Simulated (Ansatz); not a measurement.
Geometry optimisation, RKS BLYP-D4/6-31G* (Ansatz 0.2.0).

Input:

```yaml
crystal:
  periodic: [false, false, false]
  atoms:
    - { symbol: B, position_ang: [0.267349, 0.0, 0.154372] }
    - { symbol: H, position_ang: [0.378316, 0.0, 1.323797] }
    - { symbol: H, position_ang: [1.335605, 0.0, -0.334196] }
    - { symbol: F, position_ang: [-0.88137, 0.0, -0.508873] }
basis:
  gaussian: { orbitals: "6-31G*" }
hamiltonian:
  xc: blyp
  dispersion: d4
relax:
  f_tol: 0.03
  max_steps: 50
output:
  orbitals: {}
```

Run as:

```bash
$ ansatz run input.yaml --threads 1 --pin off --max-ram 2048MiB --backend cpu --events-out ev --progress --plain --runs-dir out
```

Problem. Where does it end, and by what steps?

Solution. The forces met the threshold. After 5 steps the energy has fallen by 0.168 eV; H3 moved furthest, 0.12 Å.

```tsv
step	energy less start (eV)	largest force component (eV/Å)	accepted
0	0.0000	1.213	yes
1	-0.1522	0.527	yes
2	0.0435	3.358	no
3	-0.1675	0.069	yes
4	-0.1677	0.070	yes
5	-0.1678	0.006	yes
```

```xyz
4
Properties=species:S:1:pos:R:3
B 0.321 0.000 0.185
H 0.275 0.000 1.387
H 1.339 0.000 -0.456
F -0.835 0.000 -0.482
```

Whether the end is a true minimum wasn't checked by a vibrational analysis.

The run took 3.3 s on 1 thread of Arm Neoverse V1, with other jobs on the host, peak memory 0.094 GiB.
